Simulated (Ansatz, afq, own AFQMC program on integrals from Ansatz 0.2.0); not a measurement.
Integrals from Ansatz 0.2.0, then the random walk in our own AFQMC program (afq).

```yaml
crystal:
  periodic: [false, false, false]
  atoms:
    - {symbol: N, position_ang: [-0.060277, -0.053084, 0.622021]}
    - {symbol: N, position_ang: [0.034117, 0.122863, -0.700923]}
    - {symbol: H, position_ang: [0.213328, -0.927712, 1.050447]}
    - {symbol: H, position_ang: [0.166554, 0.767486, 1.160673]}
    - {symbol: H, position_ang: [-0.016346, -0.809450, -1.114669]}
basis:
  gaussian: {orbitals: cc-pVDZ}
magnetization: {spin_polarized: true, initial_magnetization: 1}
correlation: {method: ccsd_t, electrons: outside_noble_gas, hamiltonian_folder: ham}
```

```sh
$ ansatz run in.yaml --threads 1 --pin off --events-out ev --progress --plain --max-ram 1843MiB
```

Options of the walk:

```
--method free --trial cisd --walkers 60 --time-step 0.03 --max-blocks 80 --target-error 0.00043 --factor-cut 1e-05 --seed 5479 --times 0,0.21,0.42,0.81,1.2,1.8,2.4,3 --taylor-order 8
```

Times are imaginary, in 1/Eh. The walk had a cap of 1976 s.

```
orbitals 41  electrons 7 6  factors 327 of 401
reference energy -110.58546440 Eh
CCSD correlation -0.34308573 Eh in 13 cycles, weight of the determinant in the CISD state 0.8887
repeat  energy at the last time / Eh  error
    10  -110.935312  0.002333
    20  -110.937846  0.001877
    30  -110.937374  0.001359
    40  -110.938871  0.001302
    50  -110.938719  0.001131
    60  -110.939021  0.001023
    70  -110.938860  0.000926
    80  -110.938736  0.000857
time / (1/Eh)  energy / Eh  error  mean overlap
  0.00  -110.928658  0.000291  1.1256
  0.21  -110.934876  0.000369  1.1197
  0.42  -110.936605  0.000387  1.1290
  0.81  -110.937370  0.000358  1.1531
  1.20  -110.938245  0.000441  1.1439
  1.80  -110.938307  0.000564  1.1431
  2.40  -110.939289  0.000707  1.1037
  3.00  -110.938736  0.000857  1.1004
energy -110.938736 +/- 0.000857 Eh
```

**Question.** Estimate how long the walk took on 1 thread of Intel(R) Xeon(R) Platinum 8488C (Sapphire Rapids), on a shared host.

**Answer.** 7 min of wall time.

The run passed its tests (error under three times the target), which doesn't prove that it has relaxed.

Against this walk (error 23.3 meV) on the same determinant: CCSD(T) 46.6 meV higher (within the noise), the released energy of a separate walk with a CISD trial 23.2 ± 35.0 meV higher (within the noise). The error is statistical, and a free projection of finite length keeps a remainder of its start.

Cautions: remainder of the start not in the error; error above the target (23.3 against 11.7 meV).
